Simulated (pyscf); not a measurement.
PySCF, gas phase, ωB97X-D3(BJ)/def2-SVP geometries.

What is the homolytic dissociation enthalpy (298 K, ωB97M-D3(BJ)/def2-TZVP) of the C–O bond of `[CH3][CH]([CH3])[O][SiH3]`, to H₃C–CH•–CH₃ + •O–SiH₃?

C–O to H₃C–CH•–CH₃ + •O–SiH₃: 93.6 kcal/mol. The 7 functionals that were run give +85.5 (r²SCAN) to +96.5 kcal/mol (M06-2X). H₃C–CH(CH₃)–O–SiH₃ lies 41.5 kcal/mol over its isomer H₃C–Si(CH₃)(CH₃)–OH, and others may lie lower still (electronic energy, ωB97M-D3(BJ)). •O–SiH₃ lies 24.9 kcal/mol over its isomer HO–SiH₂•, and others may lie lower still (electronic energy, ωB97M-D3(BJ)). Other isomers of H₃C–CH•–CH₃ were not searched in full and may lie lower.
